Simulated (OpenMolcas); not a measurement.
How basis sets differ on Si2H3Cl (SMILES [SiH3][Si]Cl)

Si2H3Cl: 6 atoms, total charge 0, spin state triplet. As SMILES, `[SiH3][Si]Cl`. Geometry: relaxed at GFN2-xTB.

Quantity: the dipole moment, in D. The values are calculated.

| level | kind | program | value (D) | CPU time |
| --- | --- | --- | --- | --- |
| UHF/STO-3G | Hartree–Fock | OpenMolcas | 3.43 | 2.4 s |
| UHF/3-21G | Hartree–Fock | OpenMolcas | 2.97 | 2.9 s |
| UHF/def2-SVP | Hartree–Fock | OpenMolcas | 1.61 | 5.1 s |
| UHF/def2-SVPD | Hartree–Fock | OpenMolcas | 1.50 | 15 s |
| ROHF/6-311+G** | Hartree–Fock | OpenMolcas | 2.04 | 26 s |

The values span 1.50 to 3.43 D. Sets without polarisation functions give poor dipoles. Without the sets that lack polarisation functions the rows with a basis span only 1.50 to 2.04 D. Times are those of the runs behind each value, whatever else they computed, on shared processors of several kinds: orders of magnitude only.
